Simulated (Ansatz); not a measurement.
**BSiNH (quartet): the correlation ladder, def2-TZVPP**

An exercise on one series of results from a longer session: the logs are not shown, and one member is left open.

Program: Ansatz 0.2.0, Gaussian basis. Level of theory: def2-TZVPP, core rule «outside noble gas», up to 7 orbitals frozen. These are calculated values, not measurements.

The runs, in order: UHF; ROHF; CCSD(T) on UHF.

2 further runs of the same task are left out: 2 set aside as unsound or not needed.

**What is computed**

The geometry is a PBE0/def2-TZVP stationary point (not a proven minimum) of the parent state, kept for this charge and spin.

4 atoms, charge 0, spin multiplicity 4.

Atoms are counted from 1 here; the program's logs count them from 0.

Bond lengths: N1–B2 1.246 Å, N1–H4 0.993 Å, B2–Si3 1.991 Å. Angles: B2–N1–H4 180.0°, N1–B2–Si3 180.0°.

Set-up of the first run:

File in.yaml:

```yaml
crystal:
  periodic: [false, false, false]
  atoms:
    - {symbol: N, position_ang: [0.000000, 0.000000, 0.872300]}
    - {symbol: B, position_ang: [0.000000, 0.000000, -0.373400]}
    - {symbol: Si, position_ang: [0.000000, 0.000000, -2.364200]}
    - {symbol: H, position_ang: [0.000000, 0.000000, 1.865300]}
basis:
  gaussian: {orbitals: def2-TZVPP}
magnetization: {spin_polarized: true, initial_magnetization: 3}
hamiltonian: {xc: hf}
output: {orbitals: {seedname: orbitals}}
```

Run with:

```console
$ ansatz run in.yaml --threads 1 --pin off --events-out ev --progress --plain --max-ram 4096MiB --backend cpu
```

Among the steps run: UHF; ROHF; CCSD(T) on UHF.

One table of the session follows, with a row left open; its other results are not shown here.

```
  method  from UCCSD(T) (kJ/mol)
    ROHF                 +1015.0
     UHF                 +1011.8
    UMP2                       ?
   UCCSD                   +52.1
UCCSD(T)                       0
```

Q: Estimate the row for UMP2 from the others.

**Answer.** from UCCSD(T) (kJ/mol): +103.1. In the column «from UCCSD(T) (kJ/mol)» it lies between UCCSD (+52.1) and UHF (+1011.8).
